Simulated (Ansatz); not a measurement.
C3H5NO can be A, `COC#CN`, or B, `NCC=C=O`.

Gas-phase electronic energies from Ansatz, PBE0-D4/def2-TZVP geometries. CCSD(T)/CBS is the MP2 limit (def2-TZVPP, def2-QZVPP) plus CCSD(T) − MP2 in def2-TZVPP, frozen cores. DFT in def2-TZVPP. B3LYP here is the variant with VWN-RPA as its local correlation; programs differ in this. Each species was taken in one conformer, which may not be the lowest.

A:

```xyz
10

C    -0.899    1.376   -1.270
O    -0.939   -0.042   -1.091
C    -0.180   -0.486   -0.132
C     0.510   -0.929    0.745
N     1.305   -1.370    1.744
H    -1.234    1.880   -0.361
H     0.116    1.696   -1.516
H    -1.574    1.599   -2.095
H     0.816   -1.776    2.528
H     2.077   -1.949    1.448
```

B:

```xyz
10

N    -1.389   -0.576   -0.177
C    -0.329    0.394   -0.419
C     0.802    0.243    0.559
C     1.874   -0.455    0.283
O     2.829   -1.055    0.021
H    -2.175   -0.398   -0.792
H    -1.729   -0.493    0.774
H     0.043    0.237   -1.435
H    -0.666    1.440   -0.370
H     0.740    0.664    1.556
```

(1) Which is lower in electronic energy at CCSD(T)/CBS, and by how much? (Estimate.)

(2) Give E(B) − E(A) in kJ/mol with PBE-D4, CCSD/def2-TZVPP, PBE0-D4, MP2/def2-TZVPP, B3LYP, CCSD(T)/def2-SVP, ωB97M-V. (Estimate.)

(3) Does the order hold for the free energy at 298.15 K (harmonic terms from PBE0-D4)? (An estimate is asked.)

Largest T1 diagnostic: 0.014.

Results:

(1) The calculation gave: B, by 172.9 kJ/mol.

(2) The calculation gave: PBE-D4 -177.7, CCSD/def2-TZVPP -172.5, PBE0-D4 -174.9, MP2/def2-TZVPP -177.2, B3LYP -168.8, CCSD(T)/def2-SVP -177.3, ωB97M-V -174.8. None reverses the order clearly.

(3) Computed: Yes: G(B) − G(A) = -171.7 kJ/mol, for one conformer each.

From BLYP to BHLYP (50 % exact exchange), in def2-TZVPP and without D4, E(B) − E(A) moves by +4.8 kJ/mol. Leaving LDA and LC-ωPBE aside and taking each functional with its dispersion term where it has one, the values, not all of them listed here, spread over 20.5 kJ/mol, from B97M-V to CAM-B3LYP-D4. LDA lies +12.3 kJ/mol from PBE without D4.
